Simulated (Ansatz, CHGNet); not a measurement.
Polycrystal shear modulus (GPa) of solids drawn from the class of elemental solids other than molecular ones, at two levels: the machine-learned potential CHGNet-r²SCAN (trained on r²SCAN data), and r²SCAN in Ansatz (plane waves, PAW).

```tsv
solid	CHGNet-r²SCAN	r²SCAN	shift (%)
fcc Sr	6.44	5.19	-19.4
hcp Os	61.8	281	+355
diamond-structure Ge	8.72	55.4	+535
fcc Cu	35.8	59.2	+65
hcp Ti	13.5	51.9	+284
bcc Li	2.35	5.01	+113
diamond-structure Si	17.7	68.6	+288
diamond	230	549	+139
hcp Y	3.17	24.7	+679
fcc Pb	1.77	10.3	+482
```

The shifts run from -19.4 % to +679 %, with a median of +286 %.

Over all 10 rows r²SCAN is the larger in 9.

Ansatz's runs of these crystals have no spin polarisation. A magnetic state wasn't tried for hcp Ti, hcp Y with meta-GGA or hybrid levels, which favour moments.

Spin–orbit coupling is left out, also for the solids with elements from indium on (hcp Os, fcc Pb); its size isn't shown.

Each level is taken at its own relaxed cell. Ansatz's density-functional and Hartree–Fock values are scalar-relativistic unless marked +SOC, with PAW data made under PBE.

Ansatz is a first-principles code.
